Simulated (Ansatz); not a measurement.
Born–Oppenheimer molecular dynamics of H$_{7}$NSSi (10 atoms, charge 0, multiplicity 1). It starts from a rough guess of a transition structure, not a stationary point.

These are results of UHF/6-31G* (Ansatz), not measurements.

```json
{"ensemble": "NVE (velocity Verlet)", "time step": "0.5 fs", "steps asked": "150", "starting velocities drawn for": "300 K", "seed": "327393"}
```

First frame:

```xyz
10
Properties=species:S:1:pos:R:3
Si -0.273 -0.553 0.028
S 1.656 1.070 0.112
H 0.316 -1.615 -0.763
H -1.003 -0.233 1.243
N -1.369 0.102 -1.127
H 1.690 -0.389 1.163
H 1.030 -1.105 1.264
H 1.147 1.792 1.102
H -2.012 0.847 -0.906
H -1.182 0.084 -2.117
```

What does the run give?

The run went to its last step.

```yaml
steps_done: 150
time_covered: 75 fs
mean_temperature_over_the_second_half: 2731 K
spread_of_the_potential_energy_over_the_second_half: 27.2 meV per atom
mean_potential_energy_of_the_second_half_above_the_start: -252.0 meV per atom
```

The conserved energy stayed within 2.2 meV per atom of its start (net change -0.45 meV per atom), so there is no drift, though single steps change it by up to 24 meV in the whole system, a sign of fast motions only just resolved. The system heated up, since it started high on the potential surface and ran downhill. A run of 0.075 ps of so small a system gives no equilibrium averages. The orbitals stay closed-shell, which can raise the energy where a bond breaks towards radicals; this wasn't checked here.

What happens to the structure?

The step under study would form Si1–H7, S2–H6 and break Si1–S2, H6–H7. These pairs go: Si1–H7 1.88 → 11.30 Å, S2–H6 1.80 → 11.57 Å, Si1–S2 2.52 → 2.48 Å, H6–H7 0.98 → 0.84 Å. In the last frame they stand as before the step (other bonds may differ from the relaxed reactants and products). These pairs come and go: their bonding changes 19 times, last at 70 of 75 fs, so the outcome isn't settled. It ends as H2 + H5NSSi. Pairs count as bonded within 1.25 times the sum of covalent radii (0.12 Å more for H–H). The details hang on the random start.

How do temperature and energy run in time?


```tsv
time (fs)	T (K)	potential energy less start (eV)	conserved less start (meV/atom)
0.0	300	0.000	0.00
6.0	1243	-0.981	-0.57
12.0	2457	-2.252	-2.16
18.0	2688	-2.472	-0.27
24.0	2935	-2.723	0.20
30.0	3037	-2.837	-0.68
36.0	2482	-2.266	-0.91
42.0	2790	-2.592	-1.72
48.0	2898	-2.691	-0.41
54.0	2706	-2.485	0.25
60.0	3038	-2.836	-0.51
66.0	2567	-2.358	-1.40
72.0	2530	-2.319	-1.30
```

Run time: 3.5 min on 1 thread of AMD EPYC 7R13 Processor (Zen 3) (shared host), peak memory 0.15 GiB.
